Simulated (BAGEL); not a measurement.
# One shape, several levels: C3H3ClN+ (SMILES C[c+]1nc1Cl)

We compute a comparison of 3 runs (B3LYP/6-31G*, PBE0/cc-pVDZ, RI-MP2/cc-pVDZ) of C3H3ClN+. 

The calculation is run with BAGEL 1.2.2.

6 further runs of the same task are left out: 4 that didn't finish, 2 set aside as unsound or not needed.

## (1) The system as given

C3H3ClN+: 8 atoms, total charge +1, spin state singlet. SMILES: `C[c+]1nc1Cl`. Geometry: relaxed at GFN2-xTB.

Bond lengths: C1–C2 1.416 Å, C2–N3 1.344 Å, C2–C4 1.397 Å, N3–C4 1.345 Å, C4–Cl5 1.602 Å, C1–H6 1.100 Å, C1–H7 1.099 Å, C1–H8 1.089 Å. Some angles: C1–C2–N3 145.7°, C1–C2–C4 155.6°, N3–C2–C4 58.7°, C2–N3–C4 62.6°, C2–C4–N3 58.7°, C2–C4–Cl5 155.4°, N3–C4–Cl5 145.9°, C2–C1–H6 108.8°, C2–C1–H7 109.3°, C2–C1–H8 113.5°.

## (2) The energy at B3LYP/6-31G(d) (density fitting with qzvpp-jkfit, spherical functions) (run 1)

job.json reads:

```json
{ "bagel": [

{
  "title": "molecule",
  "basis": "6-31gs.json",
  "df_basis": "qzvpp-jkfit",
  "angstrom": true,
  "geometry": [
    { "atom": "C", "xyz": [      -0.644300,      -0.730100,       0.642000 ] },
    { "atom": "C", "xyz": [       0.310650,       0.052230,      -0.051310 ] },
    { "atom": "N", "xyz": [       1.618920,       0.293500,      -0.243570 ] },
    { "atom": "C", "xyz": [       0.742990,       1.045730,      -0.933890 ] },
    { "atom": "Cl", "xyz": [       0.560350,       2.227350,      -2.000480 ] },
    { "atom": "H", "xyz": [      -0.507840,      -0.579460,       1.722780 ] },
    { "atom": "H", "xyz": [      -0.408370,      -1.794750,       0.508920 ] },
    { "atom": "H", "xyz": [      -1.672400,      -0.514500,       0.355550 ] }
  ]
},

{
  "title": "ks",
  "xc_func": "b3lyp",
  "charge": 1
},

{
  "title": "print",
  "file": "orbitals.molden",
  "orbitals": true
}

]}
```

The basis set 6-31G* is read from a file made from the Basis Set Exchange's data (not shown).

Run with:

```sh
$ BAGEL_NUM_THREADS=1 BAGEL job.json > job.out
```

The program printed:

```text
* using 1 threads per process

  ===============================================================
  ===============================================================

  *** Geometry ***

  { "atom" : "C", "xyz" : [     -1.217551,     -1.379689,      1.213204 ] },
  { "atom" : "C", "xyz" : [      0.587043,      0.098700,     -0.096962 ] },
  { "atom" : "N", "xyz" : [      3.059315,      0.554635,     -0.460281 ] },
  { "atom" : "C", "xyz" : [      1.404048,      1.976143,     -1.764796 ] },
  { "atom" : "Cl", "xyz" : [      1.058908,      4.209081,     -3.780359 ] },
  { "atom" : "H", "xyz" : [     -0.959679,     -1.095021,      3.255582 ] },
  { "atom" : "H", "xyz" : [     -0.771707,     -3.391586,      0.961719 ] },
  { "atom" : "H", "xyz" : [     -3.160378,     -0.972264,      0.671892 ] },

  Number of auxiliary basis functions:      484

  Since a DF basis is specified, we compute 2- and 3-index integrals:
    o Being stored without compression. Storage requirement is 0.025 GB

  Number of basis functions:       80
  Number of electrons      :       45

    * METHOD: MOLECULE                             0.21

  *** Kohn-Sham DFT ***

    * Removing 15422 points whose weight is below 1.00e-10
    * Grid points: 103826

  === Nuclear Repulsion ===
   189.4285095231

       - DIIS with orbital gradients will be used.

  === KS iteration (b3lyp / 6-31gs.json) ===
      0       -587.53870751          0.14665859           0.32
      1       -529.01007469          0.21862050           0.31
      2       -547.02188582          0.14717508           0.31
      3       -581.56539205          0.17201326           0.31
      4       -629.71075511          0.04555421           0.31
      5       -616.89695214          0.11935547           0.31
[... 15 lines of this table left out ...]
     21       -630.67771087          0.00000003           0.31
     22       -630.67771087          0.00000001           0.31
    * SCF iteration converged.

    * Permanent dipole moment:
           (    0.865144,     0.666191,    -0.604055) a.u.

    * METHOD: KS                                   7.58

    * METHOD: PRINT                                0.01

  ===============================================================
```

Wall time 8.1 s (1 thread of Arm Neoverse V2, shared host); peak memory 0.4 GiB.

## (3) The energy at PBE0/cc-pVDZ (density fitting with qzvpp-jkfit) (run 2)

dft.json reads:

```json
{ "bagel": [

{
  "title": "molecule",
  "basis": "cc-pvdz.json",
  "df_basis": "qzvpp-jkfit",
  "angstrom": true,
  "geometry": [
    { "atom": "C", "xyz": [   -0.644300,   -0.730100,    0.642000 ] },
    { "atom": "C", "xyz": [    0.310650,    0.052230,   -0.051310 ] },
    { "atom": "N", "xyz": [    1.618920,    0.293500,   -0.243570 ] },
    { "atom": "C", "xyz": [    0.742990,    1.045730,   -0.933890 ] },
    { "atom": "Cl", "xyz": [    0.560350,    2.227350,   -2.000480 ] },
    { "atom": "H", "xyz": [   -0.507840,   -0.579460,    1.722780 ] },
    { "atom": "H", "xyz": [   -0.408370,   -1.794750,    0.508920 ] },
    { "atom": "H", "xyz": [   -1.672400,   -0.514500,    0.355550 ] }
  ]
},
{
  "title": "ks",
  "xc_func": "pbe0",
  "charge": 1
},
{
  "title": "print",
  "file": "orbitals.molden",
  "orbitals": true
}

]}
```

The basis set cc-pVDZ is read from a file made from the Basis Set Exchange's data (not shown).

Run with:

```sh
$ BAGEL_NUM_THREADS=1 BAGEL dft.json > dft.out
```

The program printed:

```text
* using 1 threads per process

  ===============================================================
  ===============================================================

  *** Geometry ***

  { "atom" : "C", "xyz" : [     -1.217551,     -1.379689,      1.213204 ] },
  { "atom" : "C", "xyz" : [      0.587043,      0.098700,     -0.096962 ] },
  { "atom" : "N", "xyz" : [      3.059315,      0.554635,     -0.460281 ] },
  { "atom" : "C", "xyz" : [      1.404048,      1.976143,     -1.764796 ] },
  { "atom" : "Cl", "xyz" : [      1.058908,      4.209081,     -3.780359 ] },
  { "atom" : "H", "xyz" : [     -0.959679,     -1.095021,      3.255582 ] },
  { "atom" : "H", "xyz" : [     -0.771707,     -3.391586,      0.961719 ] },
  { "atom" : "H", "xyz" : [     -3.160378,     -0.972264,      0.671892 ] },

  Number of auxiliary basis functions:      484

  Since a DF basis is specified, we compute 2- and 3-index integrals:
    o Being stored without compression. Storage requirement is 0.031 GB

  Number of basis functions:       89
  Number of electrons      :       45

    * METHOD: MOLECULE                             0.22

  *** Kohn-Sham DFT ***

    * Removing 15422 points whose weight is below 1.00e-10
    * Grid points: 103826

  === Nuclear Repulsion ===
   189.4285095231

       - DIIS with orbital gradients will be used.

  === KS iteration (pbe0 / cc-pvdz.json) ===
      0       -590.87820922          0.11457924           0.36
      1       -531.26467759          0.16638587           0.35
      2       -548.21071861          0.11124305           0.35
      3       -579.07758588          0.16052628           0.35
      4       -626.73641527          0.08204079           0.35
      5       -603.13945808          0.16369064           0.35
[... 19 lines of this table left out ...]
     25       -630.35601211          0.00000002           0.36
     26       -630.35601211          0.00000001           0.35
    * SCF iteration converged.

    * Permanent dipole moment:
           (    0.875414,     0.695609,    -0.630758) a.u.

    * METHOD: KS                                  10.03

    * METHOD: PRINT                                0.01

  ===============================================================
```

Run time: 11 s. Hardware: 1 thread of Arm Neoverse V2, shared host; peak memory 0.44 GiB.

## (4) A single-point energy at RI-MP2/cc-pVDZ (density fitting with qzvpp-jkfit) (run 3)

job.json reads:

```json
{ "bagel" : [

{
  "title" : "molecule",
  "basis" : "cc-pvdz.json",
  "df_basis" : "qzvpp-jkfit",
  "angstrom" : true,
  "geometry" : [
    { "atom" : "C", "xyz" : [   -0.644300,   -0.730100,    0.642000 ] },
    { "atom" : "C", "xyz" : [    0.310650,    0.052230,   -0.051310 ] },
    { "atom" : "N", "xyz" : [    1.618920,    0.293500,   -0.243570 ] },
    { "atom" : "C", "xyz" : [    0.742990,    1.045730,   -0.933890 ] },
    { "atom" : "Cl", "xyz" : [    0.560350,    2.227350,   -2.000480 ] },
    { "atom" : "H", "xyz" : [   -0.507840,   -0.579460,    1.722780 ] },
    { "atom" : "H", "xyz" : [   -0.408370,   -1.794750,    0.508920 ] },
    { "atom" : "H", "xyz" : [   -1.672400,   -0.514500,    0.355550 ] }
  ]
},
{ "title" : "hf", "charge" : 1 },
{ "title" : "mp2", "charge" : 1, "ncore" : 9 }

]}
```

The basis set cc-pVDZ is read from a file made from the Basis Set Exchange's data (not shown).

Run with:

```sh
$ BAGEL_NUM_THREADS=1 BAGEL job.json > job.out
```

The program printed:

```text
* using 1 threads per process

  ===============================================================
  ===============================================================

  *** Geometry ***

  { "atom" : "C", "xyz" : [     -1.217551,     -1.379689,      1.213204 ] },
  { "atom" : "C", "xyz" : [      0.587043,      0.098700,     -0.096962 ] },
  { "atom" : "N", "xyz" : [      3.059315,      0.554635,     -0.460281 ] },
  { "atom" : "C", "xyz" : [      1.404048,      1.976143,     -1.764796 ] },
  { "atom" : "Cl", "xyz" : [      1.058908,      4.209081,     -3.780359 ] },
  { "atom" : "H", "xyz" : [     -0.959679,     -1.095021,      3.255582 ] },
  { "atom" : "H", "xyz" : [     -0.771707,     -3.391586,      0.961719 ] },
  { "atom" : "H", "xyz" : [     -3.160378,     -0.972264,      0.671892 ] },

  Number of auxiliary basis functions:      484

  Since a DF basis is specified, we compute 2- and 3-index integrals:
    o Being stored without compression. Storage requirement is 0.031 GB

  Number of basis functions:       89
  Number of electrons      :       45

    * METHOD: MOLECULE                             0.22

  *** RHF ***

  === Nuclear Repulsion ===
   189.4285095231

      * DIIS with orbital gradients will be used.

  === RHF iteration (cc-pvdz.json) ===
      0       -628.80696600          0.01358542           0.07
      1       -628.90900026          0.00878792           0.07
      2       -628.95345912          0.00181742           0.07
      3       -628.95653374          0.00050375           0.07
      4       -628.95675242          0.00015045           0.07
      5       -628.95679289          0.00006295           0.07
      6       -628.95679997          0.00003260           0.07
      7       -628.95680150          0.00000983           0.07
      8       -628.95680165          0.00000348           0.07
      9       -628.95680167          0.00000115           0.07
     10       -628.95680167          0.00000035           0.07
     11       -628.95680167          0.00000014           0.07
     12       -628.95680167          0.00000006           0.07
     13       -628.95680167          0.00000003           0.07
     14       -628.95680167          0.00000001           0.07
    * SCF iteration converged.

    * Permanent dipole moment:
           (    0.864596,     0.727839,    -0.655754) a.u.

    * METHOD: HF                                   1.21

  *** RHF ***

  === Nuclear Repulsion ===
   189.4285095231

      * DIIS with orbital gradients will be used.

  === RHF iteration (cc-pvdz.json) ===
      0       -628.95680167          0.00000001           0.07
    * SCF iteration converged.

    * Permanent dipole moment:
           (    0.864596,     0.727839,    -0.655754) a.u.

  === DF-MP2 calculation ===

    * freezing 9 orbitals
    * 3-index integral transformation done
    * assembly done

      MP2 correlation energy:   -0.6617264526      0.05

      MP2 total energy:       -629.6185281262

    * METHOD: MP2                                  0.20

  ===============================================================
```

It took 1.8 s on 1 thread of Arm Neoverse V2, shared host; peak memory 0.12 GiB.

## (5) All runs side by side

| run | level | frozen core orbitals | energy (Eh) | HOMO energy (eV) | LUMO energy (eV) | HOMO–LUMO gap (eV) | wall time |
| --- | --- | --- | --- | --- | --- | --- | --- |
| 1 | B3LYP/6-31G* (density fitting with qzvpp-jkfit, spherical functions) | – | -630.677711 | -14.27 | -8.25 | 6.02 | 8.1 s |
| 2 | PBE0/cc-pVDZ (density fitting with qzvpp-jkfit) | – | -630.356012 | -14.53 | -8.01 | 6.51 | 11 s |
| 3 | RI-MP2/cc-pVDZ (density fitting with qzvpp-jkfit) | 9 | -629.618528 | – | – | – | 1.8 s |

## (6) Outcome

| quantity | value |
| --- | --- |
| run 3: total energy | -629.61853 Eh |
| run 3: correlation energy (9 core orbitals frozen) | -661.7 mEh |

What this shows: Totals of different functionals can't be ranked against each other. All runs together took 20 s, the longest 11 s.
